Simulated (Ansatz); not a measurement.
Predict the output of the script below (Ansatz's Python interface).

Script `dimer.py`:
```python
import ansatz as az

params = {
    "basis_set": "def2-SVP",
    "xc": "pbe",
    "vdw": "d4",
}

FIRST = [
    ("C", (-0.5041, 0.082, -0.4964)),
    ("C", (0.5907, -0.0452, 0.4368)),
    ("S", (-0.8901, -0.8686, 0.8525)),
    ("H", (-0.4406, -0.3752, -1.4646)),
    ("H", (-1.0699, 1.0695, -0.5414)),
    ("H", (0.8648, 0.8068, 1.0724)),
    ("H", (1.449, -0.6694, 0.1404)),
]
SECOND = [
    ("C", (1.8763, 0.7822, -4.6089)),
    ("C", (0.8392, 0.0007, -3.977)),
    ("S", (0.731, 1.7327, -3.7984)),
    ("H", (1.9387, 0.8272, -5.6788)),
    ("H", (2.9109, 0.8012, -4.1329)),
    ("H", (1.0655, -0.5661, -3.0646)),
    ("H", (0.0949, -0.4869, -4.6269)),
]

def energy(atoms, ghosts=()):
    molecule = az.Crystal.molecule()
    for symbol, xyz in atoms:
        molecule = molecule.atom(symbol, xyz)
    calc = (
        molecule.calculation()
        .basis(gaussian=params["basis_set"])
        .functional(params["xc"], dispersion=params["vdw"])
    )
    deck = calc.input()
    if ghosts:
        deck = deck.set(az.key.basis.gaussian.ghost_atoms, [{"symbol": s, "position_ang": list(xyz)} for s, xyz in ghosts])
    return az.Session.from_dict(deck).plan().execute().report["free_energy_ev"]

both = energy(FIRST + SECOND)
alone = energy(FIRST) + energy(SECOND)
ghosted = energy(FIRST, SECOND) + energy(SECOND, FIRST)
print(f"dimer {both:.6f} eV")
print(f"interaction, uncorrected   {96.485332 * (both - alone):8.3f} kJ/mol")
print(f"interaction, counterpoise  {96.485332 * (both - ghosted):8.3f} kJ/mol")
print(f"basis-set superposition    {96.485332 * (alone - ghosted):8.3f} kJ/mol")
```

Output of `python dimer.py`:
```text
dimer -25922.275698 eV
interaction, uncorrected     -6.986 kJ/mol
interaction, counterpoise    -4.426 kJ/mol
basis-set superposition       2.560 kJ/mol
```

Uncorrected it is -6.986 kJ/mol, with the counterpoise correction -4.426 kJ/mol; the difference, 2.560 kJ/mol, is the superposition error.

Total energies depend on the basis set; only differences at equal settings carry meaning. The dimer is a generated trial pose of unrelaxed monomers, not a minimum, so the figure is no binding energy, and the basis set is small. Run time: 11 s on 1 thread of Arm Neoverse V2, on a shared host, peak memory 0.23 GiB.
